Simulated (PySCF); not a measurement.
Methyl fluoride, CH3F, SMILES CF, point group C3v.

Level: B3LYP/pcJ-1 in PySCF (density fitting, grid level 2); geometry and Hessian at that level, cubic constants and property derivatives from steps of ±0.6 along each species' dimensionless normal coordinates, second-order vibrational perturbation theory. The parent has the commonest isotopes.

Equilibrium geometry (Å):

| atom | x | y | z |
| --- | --- | --- | --- |
| C1 | -0.0570 | 0.0036 | -0.0051 |
| F2 | 1.3189 | -0.0261 | -0.1913 |
| H3 | -0.2731 | -0.0741 | 1.0618 |
| H4 | -0.4482 | 0.9443 | -0.3963 |
| H5 | -0.5060 | -0.8363 | -0.5379 |

Species: ¹³C at 1. Output of the displacement run:

```
mode    cm-1    km/mol   phi_rrr   E(+)/cm-1  E(-)/cm-1
  1   1042.38   100.70    -402.9     173.84     202.80
  2   1189.15     0.49     -10.7     214.10     215.36
  3   1189.30     0.49      38.2     216.76     212.73
  4   1494.72     1.95     -70.8     266.69     271.81
  5   1497.90     4.74      87.3     272.85     266.42
  6   1498.01     4.73      46.9     271.30     268.01
  7   3027.17    30.01    1054.1     584.49     508.67
  8   3096.75    44.45      -4.2     560.33     560.66
  9   3096.96    44.44    -837.9     530.42     590.61
```

For the shielding of H3 (σe = 27.29 ppm):

```json
{"mode": "1", "ω (cm⁻¹)": "1042", "Σr φrrs (cm⁻¹)": "-532", "∂σ/∂q": "-0.104", "∂²σ/∂q²": "-0.042"}
{"mode": "2", "ω (cm⁻¹)": "1189", "Σr φrrs (cm⁻¹)": "2", "∂σ/∂q": "-0.111", "∂²σ/∂q²": "-0.349"}
{"mode": "3", "ω (cm⁻¹)": "1189", "Σr φrrs (cm⁻¹)": "0", "∂σ/∂q": "0.079", "∂²σ/∂q²": "-0.228"}
{"mode": "4", "ω (cm⁻¹)": "1495", "Σr φrrs (cm⁻¹)": "71", "∂σ/∂q": "-0.409", "∂²σ/∂q²": "-0.314"}
{"mode": "5", "ω (cm⁻¹)": "1498", "Σr φrrs (cm⁻¹)": "1", "∂σ/∂q": "0.052", "∂²σ/∂q²": "-0.600"}
{"mode": "6", "ω (cm⁻¹)": "1498", "Σr φrrs (cm⁻¹)": "1", "∂σ/∂q": "-0.161", "∂²σ/∂q²": "-0.271"}
{"mode": "7", "ω (cm⁻¹)": "3027", "Σr φrrs (cm⁻¹)": "2332", "∂σ/∂q": "1.491", "∂²σ/∂q²": "0.217"}
{"mode": "8", "ω (cm⁻¹)": "3097", "Σr φrrs (cm⁻¹)": "3", "∂σ/∂q": "0.003", "∂²σ/∂q²": "-0.033"}
{"mode": "9", "ω (cm⁻¹)": "3097", "Σr φrrs (cm⁻¹)": "-6", "∂σ/∂q": "-1.491", "∂²σ/∂q²": "0.259"}
```

Problem. Work out the zero-point average of this shielding.

Solution. With ⟨qs⟩ = −Σr φrrs/(4ωs) and ⟨qs²⟩ = 1/2: the mean displacements are 0.128, 0.000, 0.000, -0.012, 0.000, 0.000, -0.193, 0.000, 0.001. The anharmonic term Σ (∂σ/∂q)⟨q⟩ is -0.30 ppm, the harmonic term ¼ Σ ∂²σ/∂q² is -0.34 ppm, so ⟨σ⟩ = 26.66 ppm.
